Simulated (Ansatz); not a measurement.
# SiH3+ (quintet): wave-function methods side by side, aug-cc-pVDZ

An exercise on one series of results from a longer session: the logs are not shown, and one member is left open.

Method: aug-cc-pVDZ, core rule «outside noble gas», up to 5 orbitals frozen; program: Ansatz 0.2.0, Gaussian basis.

Plan: UHF; CCSD(T) on ROHF; CCSD(T) on UHF; BCCD(T) on ROHF; CISD as a restricted active space (open shells left free, so some higher excitations enter); CCSDT(Q) on ROHF; CCSDT(Q) on UHF; CCSDTQ on ROHF.

7 further runs of the same task are left out: 3 for a known fault of the program, 1 that didn't finish, 3 set aside as unsound or not needed. Runs told in other sessions of the task aren't counted.

## What is computed

The geometry is a PBE0/def2-TZVP stationary point (not a proven minimum) of the parent state, kept for this charge and spin.

4 atoms, charge 1, spin multiplicity 5.

Atoms are counted from 1 here; the program's logs count them from 0.

Bond lengths: Si1–H2 1.492 Å, Si1–H3 1.694 Å, Si1–H4 1.694 Å. Angles: H2–Si1–H3 105.3°, H2–Si1–H4 105.3°, H3–Si1–H4 30.1°.

Set-up of the first run:

Contents of in.yaml:

```yaml
crystal:
  periodic: [false, false, false]
  atoms:
    - {symbol: Si, position_ang: [0.000000, 0.067650, -0.078712]}
    - {symbol: H, position_ang: [0.000000, -1.225497, -0.823444]}
    - {symbol: H, position_ang: [0.439321, -0.329762, 1.508342]}
    - {symbol: H, position_ang: [-0.439321, -0.329762, 1.508342]}
basis:
  gaussian: {orbitals: aug-cc-pVDZ}
total_charge: 1
magnetization: {spin_polarized: true, initial_magnetization: 4}
hamiltonian: {xc: hf}
output: {orbitals: {seedname: orbitals}}
```

Launch:

```bash
> ansatz run in.yaml --threads 1 --pin off --events-out ev --progress --plain --max-ram 4160MiB --backend cpu
```

Among the steps run: UHF; CCSD(T) on ROHF; CCSD(T) on UHF; BCCD(T) on ROHF; CISD as a restricted active space (open shells left free, so some higher excitations enter); CCSDT(Q) on ROHF; CCSDT(Q) on UHF; CCSDTQ on ROHF.

One of the session's tables, all rows but one given; the rest of the session is left out.

```
   method  from RCCSDTQ (meV)
     ROHF             +2255.8
      UHF             +2198.7
     RMP2              +629.6
     UMP2                   ?
     CISD               +85.3
    RCCSD               +83.7
    UCCSD               +82.4
 RCCSD(T)               +27.1
 UCCSD(T)               +26.9
  BCCD(T)               +25.6
   RCCSDT                +2.5
   UCCSDT                +2.1
RCCSDT(Q)                +0.5
UCCSDT(Q)                 0.0
  RCCSDTQ                   0
```

**Question.** Estimate the row for UMP2.

As computed: from RCCSDTQ (meV): +634.4. In the column «from RCCSDTQ (meV)» it lies between RMP2 (+629.6) and UHF (+2198.7).

To keep in mind: Restricted and unrestricted rows rest on different reference determinants; a gap between their highest levels can come from leftover correlation error, from unlike frozen cores or from another state.
